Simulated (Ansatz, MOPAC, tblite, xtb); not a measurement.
Energy landscape of CF4, singlet: flattening of a tetrahedron along the D2d path, bond length relaxed. Scanned: the two opposite F-C-F angles (109.47 = tetrahedral, 180 = square planar). Other coordinates (C-F bond length) were minimised at PBE0/def2-TZVP.

Computed with: AM1, restricted, heats of formation (MOPAC); GFN1-xTB (xtb); GFN2-xTB, 300 K electronic temperature (tblite); CCSD(T)/aug-cc-pVTZ = Ansatz (a first-principles code) with CCSD(T) on RHF/aug-cc-pVTZ, frozen core.

Energies relative to the lowest point of each profile, in kcal/mol; the last columns give the difference from CCSD(T):

| a / ° | AM1 | GFN1-xTB | GFN2-xTB | CCSD(T)/aug-cc-pVTZ | AM1 − CCSD(T)/aug-cc-pVTZ | GFN1-xTB − CCSD(T)/aug-cc-pVTZ | GFN2-xTB − CCSD(T)/aug-cc-pVTZ |
|---|---|---|---|---|---|---|---|
| 90 | 22.1 | 32.6 | 30.4 | 39.2 | -17.1 | -6.6 | -8.8 |
| 96.50 | 8.8 | 13.2 | 12.3 | 16.0 | -7.2 | -2.8 | -3.7 |
| 101.50 | 3.1 | 4.6 | 4.3 | 5.7 | -2.6 | -1.0 | -1.4 |
| 106.34 | 0.5 | 0.7 | 0.6 | 0.8 | -0.3 | -0.2 | -0.2 |
| 109.47 | 0.0 | 0.0 | 0.0 | 0.0 | 0.0 | 0.0 | 0.0 |
| 116.50 | 2.1 | 3.0 | 2.8 | 3.7 | -1.6 | -0.7 | -0.9 |
| 123 | 7.5 | 10.1 | 9.5 | 12.6 | -5.1 | -2.5 | -3.2 |
| 133 | 21.5 | 27.1 | 25.4 | 33.8 | -12.3 | -6.7 | -8.4 |
| 143 | 40.8 | 48.4 | 45.5 | 60.2 | -19.4 | -11.8 | -14.8 |
| 153 | 63.3 | 70.8 | 66.9 | 87.7 | -24.4 | -16.8 | -20.8 |
| 163 | 85.2 | 90.9 | 86.2 | 111.5 | -26.3 | -20.6 | -25.3 |
| 173 | 101.0 | 104.3 | 99.4 | 126.9 | -25.9 | -22.7 | -27.5 |
| 180 | 104.7 | 107.3 | 102.4 | 130.3 | -25.6 | -23.0 | -27.9 |

AM1 is furthest from CCSD(T)/aug-cc-pVTZ at 163 (-26.3 kcal/mol, below); its mean absolute difference over the points is 12.9 kcal/mol.

GFN1-xTB is furthest from CCSD(T)/aug-cc-pVTZ at 180 (-23.0 kcal/mol, below); its mean absolute difference over the points is 8.9 kcal/mol.

GFN2-xTB is furthest from CCSD(T)/aug-cc-pVTZ at 180 (-27.9 kcal/mol, below); its mean absolute difference over the points is 11.0 kcal/mol.
